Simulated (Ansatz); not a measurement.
Ansatz (a first-principles code) input (B3LYP-D3(BJ)/def2-TZVP):

Ansatz 0.2 input:
```yaml
crystal:
  periodic: [false, false, false]
  atoms:
    - {symbol: C, position_ang: [-0.01241639, 1.32206426, -0.15805984]}
    - {symbol: O, position_ang: [0.00414915, 0.05348056, 0.61048173]}
    - {symbol: C, position_ang: [0.00797392, -1.09297501, -0.17315524]}
    - {symbol: H, position_ang: [0.86116398, 1.24654712, -0.85628355]}
    - {symbol: H, position_ang: [-0.89501764, 1.23163680, -0.84304143]}
    - {symbol: H, position_ang: [0.02047670, -1.98820923, 0.47696201]}
    - {symbol: H, position_ang: [-0.88196323, -1.15369441, -0.83042416]}
    - {symbol: H, position_ang: [0.88880180, -1.13866028, -0.84377624]}
basis:
  gaussian:
    orbitals: def2-TZVP
hamiltonian:
  xc: b3lyp
  dispersion: d3bj
total_charge: -1
phonons: {temperatures: {t_min: 298.15, t_max: 298.15, t_step: 100}}
```

Output:

```
Functional definition: B3LYP
integrals: 0.03 GiB planned
731 factors; their error is unknown
mean field: 0.37 GiB planned
mean field evaluation 1: about -4198.6365 eV, gradient 3.6e1 eV
mean field evaluation 2: about -4189.6988 eV, gradient 6.2e1 eV
mean field evaluation 4: about -4201.8241 eV, gradient 5.9e0 eV
mean field evaluation 8: about -4201.8767 eV, gradient 4.0e-1 eV
mean field evaluation 16: about -4201.8769 eV, gradient 2.7e-5 eV
mean field -4201.87687111 eV, -154.4161268789 hartree, gradient 2.7e-5 eV, S^2 0.000000; 0 other end points of the search recorded, 0 dependent functions left out
the calculation of the forces begins
reference -4201.87707851 eV, -154.4161345007 hartree; 13, 13 occupied and 110, 110 virtual orbitals, 731 factors
these checks for a lower state are left out or cut short: stability, starts, cluster_reference, orbital_swaps, neighbouring_geometries, increment
integrals: 0.03 GiB planned
731 factors; their error is unknown
mean field: 0.37 GiB planned
mean field -4201.87678114 eV, -154.4161235723 hartree, gradient 2.9e-6 eV, S^2 0.000000; 0 other end points of the search recorded, 0 dependent functions left out
the calculation of the forces begins
reference -4201.87698855 eV, -154.4161311947 hartree; 13, 13 occupied and 110, 110 virtual orbitals, 731 factors
these checks for a lower state are left out or cut short: stability, starts, cluster_reference, orbital_swaps, neighbouring_geometries, increment
integrals: 0.03 GiB planned
731 factors; their error is unknown
mean field: 0.37 GiB planned
mean field evaluation 32: about -4201.8768 eV, gradient 2.8e-6 eV
mean field -4201.87684460 eV, -154.4161259046 hartree, gradient 2.8e-6 eV, S^2 0.000000; 0 other end points of the search recorded, 0 dependent functions left out
the calculation of the forces begins
reference -4201.87705199 eV, -154.4161335260 hartree; 13, 13 occupied and 110, 110 virtual orbitals, 731 factors
these checks for a lower state are left out or cut short: stability, starts, cluster_reference, orbital_swaps, neighbouring_geometries, increment
integrals: 0.03 GiB planned
731 factors; their error is unknown
mean field: 0.37 GiB planned
mean field -4201.87677374 eV, -154.4161233005 hartree, gradient 2.9e-6 eV, S^2 0.000000; 0 other end points of the search recorded, 0 dependent functions left out
the calculation of the forces begins
reference -4201.87698114 eV, -154.4161309225 hartree; 13, 13 occupied and 110, 110 virtual orbitals, 731 factors
these checks for a lower state are left out or cut short: stability, starts, cluster_reference, orbital_swaps, neighbouring_geometries, increment
integrals: 0.03 GiB planned
731 factors; their error is unknown
mean field: 0.37 GiB planned
mean field -4201.87677171 eV, -154.4161232260 hartree, gradient 2.8e-6 eV, S^2 0.000000; 0 other end points of the search recorded, 0 dependent functions left out
the calculation of the forces begins
reference -4201.87697911 eV, -154.4161308477 hartree; 13, 13 occupied and 110, 110 virtual orbitals, 731 factors
these checks for a lower state are left out or cut short: stability, starts, cluster_reference, orbital_swaps, neighbouring_geometries, increment
integrals: 0.03 GiB planned
731 factors; their error is unknown
mean field: 0.37 GiB planned
mean field -4201.87676394 eV, -154.4161229405 hartree, gradient 2.8e-6 eV, S^2 0.000000; 0 other end points of the search recorded, 0 dependent functions left out
the calculation of the forces begins
reference -4201.87697131 eV, -154.4161305612 hartree; 13, 13 occupied and 110, 110 virtual orbitals, 731 factors
these checks for a lower state are left out or cut short: stability, starts, cluster_reference, orbital_swaps, neighbouring_geometries, increment
integrals: 0.03 GiB planned
[...]
reference -4201.87701597 eV, -154.4161322024 hartree; 13, 13 occupied and 110, 110 virtual orbitals, 731 factors
these checks for a lower state are left out or cut short: stability, starts, cluster_reference, orbital_swaps, neighbouring_geometries, increment
integrals: 0.03 GiB planned
731 factors; their error is unknown
mean field: 0.37 GiB planned
mean field evaluation 128: about -4201.8769 eV, gradient 2.9e-6 eV
mean field -4201.87687698 eV, -154.4161270946 hartree, gradient 2.9e-6 eV, S^2 0.000000; 0 other end points of the search recorded, 0 dependent functions left out
the calculation of the forces begins
reference -4201.87708439 eV, -154.4161347169 hartree; 13, 13 occupied and 110, 110 virtual orbitals, 731 factors
these checks for a lower state are left out or cut short: stability, starts, cluster_reference, orbital_swaps, neighbouring_geometries, increment
integrals: 0.03 GiB planned
731 factors; their error is unknown
mean field: 0.37 GiB planned
mean field -4201.87683997 eV, -154.4161257344 hartree, gradient 2.8e-6 eV, S^2 0.000000; 0 other end points of the search recorded, 0 dependent functions left out
the calculation of the forces begins
reference -4201.87704735 eV, -154.4161333557 hartree; 13, 13 occupied and 110, 110 virtual orbitals, 731 factors
these checks for a lower state are left out or cut short: stability, starts, cluster_reference, orbital_swaps, neighbouring_geometries, increment
integrals: 0.03 GiB planned
731 factors; their error is unknown
mean field: 0.37 GiB planned
mean field -4201.87683232 eV, -154.4161254533 hartree, gradient 2.8e-6 eV, S^2 0.000000; 0 other end points of the search recorded, 0 dependent functions left out
the calculation of the forces begins
reference -4201.87703973 eV, -154.4161330754 hartree; 13, 13 occupied and 110, 110 virtual orbitals, 731 factors
these checks for a lower state are left out or cut short: stability, starts, cluster_reference, orbital_swaps, neighbouring_geometries, increment
integrals: 0.03 GiB planned
731 factors; their error is unknown
mean field: 0.37 GiB planned
mean field -4201.87683871 eV, -154.4161256880 hartree, gradient 2.9e-6 eV, S^2 0.000000; 0 other end points of the search recorded, 0 dependent functions left out
the calculation of the forces begins
reference -4201.87704610 eV, -154.4161333096 hartree; 13, 13 occupied and 110, 110 virtual orbitals, 731 factors
these checks for a lower state are left out or cut short: stability, starts, cluster_reference, orbital_swaps, neighbouring_geometries, increment
integrals: 0.03 GiB planned
731 factors; their error is unknown
mean field: 0.37 GiB planned
mean field -4201.87682737 eV, -154.4161252713 hartree, gradient 2.8e-6 eV, S^2 0.000000; 0 other end points of the search recorded, 0 dependent functions left out
the calculation of the forces begins
reference -4201.87703479 eV, -154.4161328938 hartree; 13, 13 occupied and 110, 110 virtual orbitals, 731 factors
these checks for a lower state are left out or cut short: stability, starts, cluster_reference, orbital_swaps, neighbouring_geometries, increment
integrals: 0.03 GiB planned
731 factors; their error is unknown
mean field: 0.37 GiB planned
mean field evaluation 160: about -4201.8766 eV, gradient 3.9e-1 eV
mean field -4201.87678827 eV, -154.4161238344 hartree, gradient 2.8e-6 eV, S^2 0.000000; 0 other end points of the search recorded, 0 dependent functions left out
the calculation of the forces begins
reference -4201.87699565 eV, -154.4161314555 hartree; 13, 13 occupied and 110, 110 virtual orbitals, 731 factors
these checks for a lower state are left out or cut short: stability, starts, cluster_reference, orbital_swaps, neighbouring_geometries, increment
integrals: 0.03 GiB planned
731 factors; their error is unknown
mean field: 0.37 GiB planned
mean field -4201.87684597 eV, -154.4161259551 hartree, gradient 2.8e-6 eV, S^2 0.000000; 0 other end points of the search recorded, 0 dependent functions left out
the calculation of the forces begins
reference -4201.87705338 eV, -154.4161335773 hartree; 13, 13 occupied and 110, 110 virtual orbitals, 731 factors
these checks for a lower state are left out or cut short: stability, starts, cluster_reference, orbital_swaps, neighbouring_geometries, increment
integrals: 0.03 GiB planned
731 factors; their error is unknown
mean field: 0.37 GiB planned
mean field -4201.87683896 eV, -154.4161256972 hartree, gradient 2.9e-6 eV, S^2 0.000000; 0 other end points of the search recorded, 0 dependent functions left out
the calculation of the forces begins
reference -4201.87704634 eV, -154.4161333186 hartree; 13, 13 occupied and 110, 110 virtual orbitals, 731 factors
these checks for a lower state are left out or cut short: stability, starts, cluster_reference, orbital_swaps, neighbouring_geometries, increment
integrals: 0.03 GiB planned
731 factors; their error is unknown
mean field: 0.37 GiB planned
mean field -4201.87679989 eV, -154.4161242616 hartree, gradient 2.9e-6 eV, S^2 0.000000; 0 other end points of the search recorded, 0 dependent functions left out
the calculation of the forces begins
reference -4201.87700728 eV, -154.4161318831 hartree; 13, 13 occupied and 110, 110 virtual orbitals, 731 factors
these checks for a lower state are left out or cut short: stability, starts, cluster_reference, orbital_swaps, neighbouring_geometries, increment
integrals: 0.03 GiB planned
731 factors; their error is unknown
mean field: 0.37 GiB planned
mean field evaluation 192: about -4201.8768 eV, gradient 2.6e-6 eV
mean field -4201.87681481 eV, -154.4161248098 hartree, gradient 2.8e-6 eV, S^2 0.000000; 0 other end points of the search recorded, 0 dependent functions left out
the calculation of the forces begins
reference -4201.87702222 eV, -154.4161324319 hartree; 13, 13 occupied and 110, 110 virtual orbitals, 731 factors
these checks for a lower state are left out or cut short: stability, starts, cluster_reference, orbital_swaps, neighbouring_geometries, increment
integrals: 0.03 GiB planned
731 factors; their error is unknown
mean field: 0.37 GiB planned
mean field -4201.87683788 eV, -154.4161256578 hartree, gradient 2.8e-6 eV, S^2 0.000000; 0 other end points of the search recorded, 0 dependent functions left out
the calculation of the forces begins
reference -4201.87704528 eV, -154.4161332794 hartree; 13, 13 occupied and 110, 110 virtual orbitals, 731 factors
these checks for a lower state are left out or cut short: stability, starts, cluster_reference, orbital_swaps, neighbouring_geometries, increment
integrals: 0.03 GiB planned
731 factors; their error is unknown
mean field: 0.37 GiB planned
mean field -4201.87687236 eV, -154.4161269249 hartree, gradient 2.8e-6 eV, S^2 0.000000; 0 other end points of the search recorded, 0 dependent functions left out
the calculation of the forces begins
reference -4201.87707977 eV, -154.4161345469 hartree; 13, 13 occupied and 110, 110 virtual orbitals, 731 factors
these checks for a lower state are left out or cut short: stability, starts, cluster_reference, orbital_swaps, neighbouring_geometries, increment
integrals: 0.03 GiB planned
731 factors; their error is unknown
mean field: 0.37 GiB planned
mean field -4201.87682756 eV, -154.4161252783 hartree, gradient 2.9e-6 eV, S^2 0.000000; 0 other end points of the search recorded, 0 dependent functions left out
the calculation of the forces begins
reference -4201.87703496 eV, -154.4161329001 hartree; 13, 13 occupied and 110, 110 virtual orbitals, 731 factors
these checks for a lower state are left out or cut short: stability, starts, cluster_reference, orbital_swaps, neighbouring_geometries, increment
integrals: 0.03 GiB planned
731 factors; their error is unknown
mean field: 0.37 GiB planned
mean field -4201.87683450 eV, -154.4161255335 hartree, gradient 2.8e-6 eV, S^2 0.000000; 0 other end points of the search recorded, 0 dependent functions left out
the calculation of the forces begins
reference -4201.87704190 eV, -154.4161331553 hartree; 13, 13 occupied and 110, 110 virtual orbitals, 731 factors
Total energy: -4202.04490876 eV, -154.4223021487 hartree
Atom 0 at    -0.012416     1.322064    -0.158060 Å, force     0.000003    -0.000296     0.000111 eV/Å
Atom 1 at     0.004149     0.053481     0.610482 Å, force    -0.000004     0.000262    -0.000285 eV/Å
Atom 2 at     0.007974    -1.092975    -0.173155 Å, force    -0.000000     0.000005    -0.000024 eV/Å
Atom 3 at     0.861164     1.246547    -0.856284 Å, force    -0.000028    -0.000003     0.000021 eV/Å
Atom 4 at    -0.895018     1.231637    -0.843041 Å, force     0.000028    -0.000003     0.000021 eV/Å
Atom 5 at     0.020477    -1.988209     0.476962 Å, force     0.000001    -0.000116     0.000005 eV/Å
Atom 6 at    -0.881963    -1.153694    -0.830424 Å, force    -0.000031     0.000075     0.000076 eV/Å
Atom 7 at     0.888802    -1.138660    -0.843776 Å, force     0.000031     0.000075     0.000075 eV/Å
Dipole moment:     0.007566    -1.087461    -0.221072 e Å
Vibrations: 243.55 329.91 432.93 770.12 1005.88 1110.36 1163.35 1198.47 1219.21 1426.44 1443.84 1446.73 1492.96 2711.59 2734.62 2853.26 2865.22 2896.88 cm⁻¹, zero-point energy 1.695194 eV
```

It need not be the lowest isomer of its formula. Whether it binds its extra electron was not tested at this geometry.
